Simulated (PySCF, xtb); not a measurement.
CF4, SMILES FC(F)(F)F.

Harmonic wavenumbers (cm⁻¹) from xtb with GFN2-xTB at its own minimum, in rising order: 380, 380, 545, 545, 545, 861, 1147, 1147, 1147.

Task: What does PBE-D3(BJ)/def2-SVP (PySCF 2.14.0) give at its own minimum? (Estimate from the structure and the level; the computed values follow.)

Result: 420, 420, 608, 608, 608, 885, 1254, 1254, 1254. Paired by order, the mean absolute difference is 68 cm⁻¹ and the zero-point energies are 9.6 and 10.5 kcal/mol.
